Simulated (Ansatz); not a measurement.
O3. Charge 0, multiplicity 1. Geometry PBE-D4/def2-TZVP, that of the neutral singlet.

Cartesian coordinates in Å:
```
O 0.148 -0.978 0.513
O 0.134 -0.094 -0.403
O -0.282 1.073 -0.110
```

The structure holds 2 bonds between oxygen atoms, so isomers without such links may lie far lower. At r2SCAN-D4/def2-TZVP, PBE0-D4/def2-TZVP the unrestricted singlet has broken spin symmetry (⟨S²⟩ up to 0.45). The structure comes from a short search, and lower isomers may exist.

Question: Estimate the orbital energies around the gap (eV) in Ansatz with PBE-D4/def2-TZVP, r2SCAN-D4/def2-TZVP, PBE0-D4/def2-TZVP.

Answer: 
```
orbital  PBE-D4/def2-TZVP  r2SCAN-D4/def2-TZVP  PBE0-D4/def2-TZVP
 HOMO−5            -14.84               -15.25             -16.67
 HOMO−4            -14.66               -15.24             -16.65
 HOMO−3            -14.38               -14.89             -16.36
 HOMO−2             -9.09                -9.49             -10.81
 HOMO−1             -8.03                -8.55             -10.17
   HOMO             -7.81                -8.16              -9.65
   LUMO             -6.06                -5.84              -4.44
 LUMO+1              0.25                 0.69               1.99
 LUMO+2              2.55                 3.22               4.41
 LUMO+3              7.02                 8.19               8.25
 LUMO+4              8.66                10.03               9.93
 LUMO+5              8.94                10.29              10.20
 β HOMO             -7.81                -8.16              -9.65
 β LUMO             -6.06                -5.84              -4.44
```
